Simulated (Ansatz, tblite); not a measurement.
# The cluster PtAu3−: removing an electron

One table from this session's results is given with a row withheld; the runs are named, their logs left out.

The runs use Ansatz 0.2.0, Gaussian basis; as each input shows.

Levels to be run: charge 0 doublet, at the geometry of the singlet (PBE0-D4/def2-TZVPD, PBE-D4/def2-TZVPD, r2SCAN-D4/def2-TZVPD, r2SCANh-D4/def2-TZVPD, ωB97X-V/def2-TZVPD, HF/def2-TZVPD, B97M-V/def2-TZVPD, BHLYP-D4/def2-TZVPD); the starting singlet's energies come from earlier runs.

1 further run of the same task is left out (set aside as unsound or not needed).

## The geometry

The geometry is that of the singlet, from an earlier relaxation (PBE-D4/def2-SVPD). At that level it is the lowest of the isomers that a small search found.

4 atoms, charge -1, spin multiplicity 1.

Atoms are counted from 1 here; the program's logs count them from 0.

Bond lengths: Pt1–Au2 2.620 Å, Pt1–Au3 2.619 Å, Pt1–Au4 2.561 Å, Au2–Au3 2.785 Å. Angles: Au2–Pt1–Au3 64.2°, Au2–Pt1–Au4 148.2°, Au3–Pt1–Au4 147.5°, Pt1–Au2–Au3 57.9°, Pt1–Au3–Au2 57.9°.

Au, Pt take a core potential in the def2 sets. No spin-orbit coupling is included. The ion is computed in the gas phase, without counter-ions or solvent.

The first run:

Input file in.yaml:

```yaml
crystal:
  periodic: [false, false, false]
  atoms:
    - {symbol: Pt, position_ang: [-0.276052, 0.379075, 0.010497]}
    - {symbol: Au, position_ang: [-0.116400, -2.235839, -0.018303]}
    - {symbol: Au, position_ang: [2.146691, -0.612790, -0.059376]}
    - {symbol: Au, position_ang: [-1.754239, 2.469554, 0.067182]}
basis:
  gaussian: {orbitals: def2-SVP}
magnetization: {spin_polarized: true, initial_magnetization: 1}
hamiltonian: {xc: pbe0, dispersion: d4}
output: {orbitals: {seedname: orbitals}}
```

On the command line:

```bash
$ ansatz run in.yaml --threads 2 --pin off --events-out ev --progress --plain --max-ram 4352MiB
```

Among the steps run: Charge 0 doublet at the fixed geometry, first pass, PBE0-D4/def2-SVP; Charge 0 doublet at the fixed geometry, PBE0-D4/def2-TZVPD; Charge 0 doublet at the fixed geometry, PBE-D4/def2-TZVPD; Charge 0 doublet at the fixed geometry, r2SCAN-D4/def2-TZVPD; Charge 0 doublet at the fixed geometry, r2SCANh-D4/def2-TZVPD; Charge 0 doublet at the fixed geometry, ωB97X-V/def2-TZVPD; Charge 0 doublet at the fixed geometry, HF/def2-TZVPD; Charge 0 doublet at the fixed geometry, B97M-V/def2-TZVPD; Charge 0 doublet at the fixed geometry, BHLYP-D4/def2-TZVPD.

One table of the session follows, with a row left open; its other results are not shown here.

It belongs to the step «Vertical ionisation energy». 

| level | −ε(HOMO) (eV) | by difference (eV) |
| --- | --- | --- |
| PBE-D4/def2-TZVPD | 0.53 | 3.12 |
| r2SCAN-D4/def2-TZVPD | 0.70 | 3.03 |
| B97M-V/def2-TZVPD | 0.68 | 2.94 |
| r2SCANh-D4/def2-TZVPD | ? | ? |
| PBE0-D4/def2-TZVPD | 1.60 | 2.81 |
| BHLYP-D4/def2-TZVPD | 2.33 | 2.38 |
| ωB97X-V/def2-TZVPD | 3.52 | 2.48 |

Estimate the missing values for r2SCANh-D4/def2-TZVPD.

As computed: −ε(HOMO) (eV): 1.13; by difference (eV): 2.92. In the column «−ε(HOMO) (eV)» it lies between r2SCAN-D4/def2-TZVPD (0.70) and PBE0-D4/def2-TZVPD (1.60).
